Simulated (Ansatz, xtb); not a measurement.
Relaxing a trial structure of C2H4Mg

The starting geometry of this gas-phase triplet was built from a drawn formula by distance geometry and a force field; its bonds are those of `[CH][CH2][MgH]`.

```xyz
7

C    -0.5551    2.1997   -1.4557
C    -0.0013    1.1294   -0.5524
Mg   -1.3611    0.7009    1.0786
H     0.1538    2.3982   -2.2889
H     0.9946    1.3912   -0.1624
H     0.1377    0.1867   -1.1843
H    -2.4906    0.3597    2.3672
```

Task: Predict what becomes of its bonds when it is optimised with r2SCAN-D4/def2-SVP.

Result: A new bond forms, giving a structure given below by its coordinates. Distances that change by over a tenth: C2–Mg3 (2.17 → 2.49 Å). Contacts that close: C1–Mg3 (3.05 → 2.09 Å).

The energy falls by 0.87 eV over 12 steps:

```json
{"step": "1", "E − E(last) (eV)": "0.873"}
{"step": "2", "E − E(last) (eV)": "0.563"}
{"step": "3", "E − E(last) (eV)": "0.461"}
{"step": "5", "E − E(last) (eV)": "0.270"}
{"step": "6", "E − E(last) (eV)": "0.120"}
{"step": "7", "E − E(last) (eV)": "0.048"}
{"step": "8", "E − E(last) (eV)": "0.012"}
{"step": "10", "E − E(last) (eV)": "0.001"}
{"step": "11", "E − E(last) (eV)": "0.000"}
{"step": "12", "E − E(last) (eV)": "0.000"}
```

Final geometry (Å):

```xyz
7

C    -0.6010    1.8689   -1.0053
C     0.4273    0.9260   -0.7090
Mg   -1.6234    1.1760    0.6829
H    -0.6337    2.5817   -1.8449
H     1.3403    1.2092   -0.1582
H     0.4776   -0.0596   -1.2019
H    -2.5088    0.6634    2.0386
```

From the same start GFN2-xTB reaches the same bonding as this run.

No frequencies were run, so the end isn't proven a minimum. Open shells are spin-unrestricted. The triplet needn't be the ground state. Run with Ansatz 0.2.0, 32 s on 1 thread of Intel(R) Xeon(R) 6975P-C (Granite Rapids), on a shared host.
